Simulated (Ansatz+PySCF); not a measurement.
Values are calculated unless marked as measured or tabulated.
Input for Ansatz (development build ahead of 0.2.0):

```yaml
crystal:
  periodic: [false, false, false]
  atoms:
    - { symbol: C, position_ang: [-0.66015, 0.0, 1.45421] }
    - { symbol: "N", position_ang: [0.25551, 0.0, 2.0943] }
basis:
  gaussian: { orbitals: cc-pVTZ }
magnetization:
  initial_magnetization: 1
hamiltonian:
  xc: hf
correlation:
  method: mp2
  frozen_orbitals: { C: 1, "N": 1 }
output:
  forces: true
```

The input is written out in the form of the current development build from the run's settings. Correlation on restricted open-shell orbitals is semicanonical, with singles.

Output:

| Quantity | Value |
| --- | --- |
| Converged | yes |
| Reference energy | -92.22143 hartree |
| Correlation energy | -0.31036 hartree |
| Total energy | -92.53179 hartree |
| Spin squared of the determinant | 0.750 |
| Stability test | minimum among restricted orbitals |
| Occupied orbitals by symmetry in an Abelian subgroup (alpha; beta) | 5 A1 1 B1 1 B2; 4 A1 1 B1 1 B2 |

Forces (eV/Å):
| atom | Fx | Fy | Fz |
| --- | --- | --- | --- |
| C1 | -6.649 | 0.000 | -4.648 |
| N2 | 6.649 | 0.000 | 4.648 |

Caution: large amplitudes, a single reference is doubtful; forces differ strongly between restricted and unrestricted references.
